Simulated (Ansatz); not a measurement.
Gas-phase reaction in SMILES: CNC [N-methylmethanamine] → CCN [ethanamine]

Wanted: isomerisation energy (electronic), in kcal/mol. Set-up: valence correlation only; no dispersion term unless named; non-relativistic; spin-orbit terms left out. CBS(X,Y): correlation extrapolated as X^-3; Hartree-Fock from the larger set. The bracket is a focal-point correction in the basis named. First-principles rows: single points at B3LYP-D3(BJ) geometries (Ansatz, a first-principles code).

```
species  coefficient  E at HF/STO-3G (Ansatz), Eh  E at PBE0/def2-TZVPD (Ansatz), Eh
-------  -----------  ---------------------------  ---------------------------------
CNC               -1                   -132.60998                         -135.04791
CCN               +1                   -132.61389                         -135.06023
```

Coupled cluster (Ansatz) is a level with limits of its own, used here on species with T1 under 0.025 (0.045 for open shells) and stable references: RI-MP2/CBS(aug-cc-pVTZ,aug-cc-pVQZ)+[CCSD(T)-MP2]/aug-cc-pVTZ. Value to compare with, RI-MP2/CBS(aug-cc-pVTZ,aug-cc-pVQZ)+[CCSD(T)-MP2]/aug-cc-pVTZ (Ansatz): -8.3 kcal/mol. 1 Eh = 627.5095 kcal/mol.

Q: Work the quantity out at each level, and compare with RI-MP2/CBS(aug-cc-pVTZ,aug-cc-pVQZ)+[CCSD(T)-MP2]/aug-cc-pVTZ (Ansatz).

A: 
- HF/STO-3G: the sum of coefficient times E is -0.00391 Eh, or -2.45 kcal/mol. Result: -2.5 kcal/mol. Its difference against RI-MP2/CBS(aug-cc-pVTZ,aug-cc-pVQZ)+[CCSD(T)-MP2]/aug-cc-pVTZ (Ansatz) is 5.8 kcal/mol.
- PBE0/def2-TZVPD: the sum of coefficient times E is -0.01232 Eh, or -7.73 kcal/mol. Result: -7.7 kcal/mol. Its difference against RI-MP2/CBS(aug-cc-pVTZ,aug-cc-pVQZ)+[CCSD(T)-MP2]/aug-cc-pVTZ (Ansatz) is 0.6 kcal/mol.
